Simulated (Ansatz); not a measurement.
Coupled-cluster diagnostics for AlH2(CCH) (C2H3Al), Ansatz.

Geometry of the singlet (PBE-D4/def2-TZVP):

```xyz
6

Al    0.5708   -0.7225   -0.9000
H     2.0741   -1.1833   -0.6666
H    -0.2526   -1.1179   -2.2008
C    -0.2790    0.3488    0.4359
C    -0.8197    1.0361    1.2902
H    -1.2937    1.6389    2.0413
```

Correlated methods freeze 7 core orbitals. In CCSD on the charge 1 doublet the largest single amplitude is 0.23, so its Hartree–Fock determinant may place the open shell otherwise than the density functionals do.

Problem. Estimate the CCSD(T) correlation energy, the shares of MP2 and (T), T1 and the reference's ⟨S²⟩ for: charge 0, singlet, own geometry in def2-TZVPP; charge 1, doublet, vertical in def2-TZVPP; and the rough time on 4 threads of Arm Neoverse N1 on a shared host.

Solution. 
```
                          state       basis  correlation (eV)  MP2 share (%)  (T) share (%)     T1  ⟨S²⟩ (pure)  wall time           remarks
charge 0, singlet, own geometry  def2-TZVPP           -11.524           89.8            4.7  0.013  0.00 (0.00)      6.5 s                 –
    charge 1, doublet, vertical  def2-TZVPP           -10.063           84.8            4.1  0.048  0.76 (0.75)       26 s  large T1 (0.048)
```
Customary marks for T1 are 0.02 (closed shells), 0.045 (open shells) and about 0.05 (3d metals). T1 exceeds 0.02 in 1 of 2 rows and 0.045 in 1; the higher it lies, the less the single-reference result can be trusted.
